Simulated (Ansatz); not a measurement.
Problem. Name a neutral molecule of F, N, O with size of the dipole moment (ωB97M-V/def2-TZVPP) between 1.20 and 1.50 D and LUMO energy (PBE/def2-TZVPP) between -4.65 and -4.35 eV (Ansatz, PBE0-D4/def2-TZVP geometry).

Solution. `O=NF` (1.45 D, -4.46 eV). Other molecules can fit too; these were computed, each in one conformer that needn't be the lowest.
